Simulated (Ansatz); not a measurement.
# A cut through the energy surface

CH₃NaSi, singlet, at its PBE0-D4/def2-TZVP minimum:

```
atom    x (Å)    y (Å)    z (Å)
 Na1  -1.8246  -0.8040  -1.6934
  C2  -0.4067  -0.8144   0.0510
 Si3   0.5363   0.5836   0.2635
  H4  -0.2663  -1.6249   0.7693
  H5   0.3945   1.7299  -0.6827
  H6   1.5669   0.9298   1.2923
```

The bond length Si3–H5 (1.493 Å at the minimum) is set to the values below, the two halves moving rigidly along the bond. Each method's energies count from its own value at the PBE0-D4 minimum structure. Computed with Ansatz 0.2.0 (basis: def2-TZVPP); correlated methods freeze the cores. The outer core shell of Li, Na, Mg and K is correlated. The def2 sets are not built for correlating such inner shells, so the correlated values are less sure here. B3LYP uses VWN-RPA correlation.

```
bond length (Å)  CCSD(T) (eV)  wB97M-V (eV)  HF (eV)
          1.344         0.226         0.213    0.214
          1.374         0.135         0.126    0.124
          1.418         0.048         0.042    0.040
          1.469         0.003         0.002    0.000
          1.526         0.011         0.014    0.016
          1.587         0.073         0.079    0.088
          1.652         0.183         0.192    0.211
          1.720         0.334         0.348    0.379
          1.792         0.521         0.540    0.587
```

Minimum and curvature along this coordinate at CCSD(T): A fifth-order fit through the nearest points gives 1.488 Å, with a curvature of about 17 eV/Å².

Q: Treat the two halves as rigid bodies and work out the harmonic wavenumber of this stretch from that curvature (ν̃ = 521.5 √(k/μ) cm⁻¹ with k in eV/Å² and μ in u).

A: The halves weigh 65.10 and 1.01 u, so μ = 65.10 × 1.01/66.11 = 0.995 u and ν̃ = 521.5 √(17/0.995) ≈ 2200 cm⁻¹. A true normal mode mixes in other motions, so this is a guide only.

Largest difference from the CCSD(T) curve over the scan: PBE-D4 0.079; r2SCAN-D4 0.028; PBE0-D4 0.022; B3LYP-D4 0.013 eV. Each curve counts from its own value at the minimum.

The T1 diagnostic stays at or below 0.017. The restricted Hartree–Fock reference is unstable towards an unrestricted one here.

For scale, one of the runs: CCSD(T)/def2-TZVPP, 147 basis functions (an equivalent command: `ansatz run in.yaml --threads 2`). Time: 16 s of wall clock on 2 CPU threads; the host was shared. Peak host memory: 0.94 GiB.
